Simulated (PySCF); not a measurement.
**How well do the runs reproduce experiment for thionyl fluoride?**

**What was measured.**

NIST CCCBDB Release 22 (SRD 101), experimental polarizabilities lists, for the gas: mean polarisability 3.927 Å³.

How close the calculation comes is told at the end.

Species: thionyl fluoride, F2OS.
Numbering: `[O:1]=[S:2]([F:3])[F:4]`

Cartesian coordinates in Å at the GFN2-xTB level; atoms count from 1:
```
atom  x, y, z in Å
O1     1.3927   -0.1008   -0.1697
S2     0.1600   -0.0103    0.5083
F3    -0.6835    1.2548   -0.1813
F4    -0.8590   -1.1389   -0.1802
```

Runs made with PySCF (gas phase, on this GFN2-xTB geometry; no spin–orbit coupling):

```csv
level,job,basis functions,wall time
PBE0/def2-SVPD,"6 singlets by full TDDFT, 2 Tamm–Dancoff triplets, polarisability",96,5.2 s
"OPBE/def2-SVPD, grid level 4","25 singlets by TDA, 2 Tamm–Dancoff triplets, polarisability",96,11 s
"HSE06/def2-QZVP, energy threshold 1e-11 Eh","6 singlets by full TDDFT, 2 Tamm–Dancoff triplets, polarisability",241,33 s
```

Hardware: Intel Xeon Platinum 8259CL at 2.50 GHz, one thread, no GPU, shared host.

**Comparison with experiment**

**Mean polarisability.** Measured: 3.927 Å³ (NIST CCCBDB Release 22 (SRD 101), experimental polarizabilities).

```tsv
level	computed (Å³)	computed − measured (Å³)	% (from the printed values)
PBE0/def2-SVPD	4.040	+0.113	+3
OPBE/def2-SVPD	4.169	+0.242	+6
HSE06/def2-QZVP	3.820	-0.107	-3
```

Closest is HSE06/def2-QZVP (-0.107 Å³), furthest OPBE/def2-SVPD (+0.242 Å³); one molecule doesn't rank methods. The computed values are static and purely electronic, with core orbitals frozen in the response (1 au = 0.148185 Å³). The table of measured values doesn't say here whether a value is static or optical, or holds a vibrational part.

No measured geometry was used, and the causes of the misses weren't examined.
